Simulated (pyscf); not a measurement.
Single points on ωB97X-D3(BJ)/def2-SVP structures (PySCF, gas phase).

**Question.** What is the homolytic dissociation enthalpy (298 K, ωB97M-D3(BJ)/def2-TZVP) of the C–N bond of H₃C–NH–CH₂–SiH₃ (SMILES CNC[SiH3]), to H₃C–NH• + •H₂C–SiH₃?

**Answer.** C–N to H₃C–NH• + •H₂C–SiH₃: 76.5 kcal/mol. The 7 functionals that were run give +67.7 (r²SCAN) to +78.1 kcal/mol (M06-2X). H₃C–NH–CH₂–SiH₃ lies 13.4 kcal/mol over its isomer H₃C–N(CH₃)–SiH₃, and others may lie lower still (electronic energy, ωB97M-D3(BJ)). H₃C–NH• lies 7.3 kcal/mol over its isomer •H₂C–NH₂, and others may lie lower still (electronic energy, ωB97M-D3(BJ)).
